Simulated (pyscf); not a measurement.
A first-order saddle from PySCF, ωB97X-D3(BJ)/def2-SVP:

```
Ge
H 1 1.5255
H 1 1.5295 2 120.51
H 1 1.5567 2 106.76 3 -119.20
F 1 2.0455 2 89.31 4 -159.95
H 5 1.1787 1 106.21 2 78.71
F 6 1.0995 5 157.71 1 16.54
H 7 1.2973 6 82.45 5 7.64
H 8 0.9061 7 168.48 6 10.82
```
Charge 0, spin multiplicity 1.

Surface: singlet, charge 0. Lowest wavenumbers (cm⁻¹): 1081i, 98, 150, 367, 479.

Question: Name the species on either side of this saddle.

Answer: GeH₄ + HF + HF ⇌ F–GeH₃ + H₂ + HF, a multi-bond step read from left to right: Ge–H, F–H, F–H broken and F–Ge, H–H, F–H formed. At ωB97M-D3(BJ)/def2-TZVP it lies +120.8 kJ/mol from the left side and +157.1 kJ/mol from the right (each side as separated species at their lowest minima found). On the reactant side the descent ends in a bound adduct, 35.8 kJ/mol under the separated species and 154.5 kJ/mol under the saddle at ωB97X-D3(BJ)/def2-TZVP. On the product side the descent ends in a bound adduct (not fully relaxed), 34.1 kJ/mol under the separated species and 193.4 kJ/mol under the saddle at ωB97X-D3(BJ)/def2-TZVP. This is the saddle that the search found; another between the same sides may lie lower. Elements up to Kr have no core potential and no relativistic terms here.
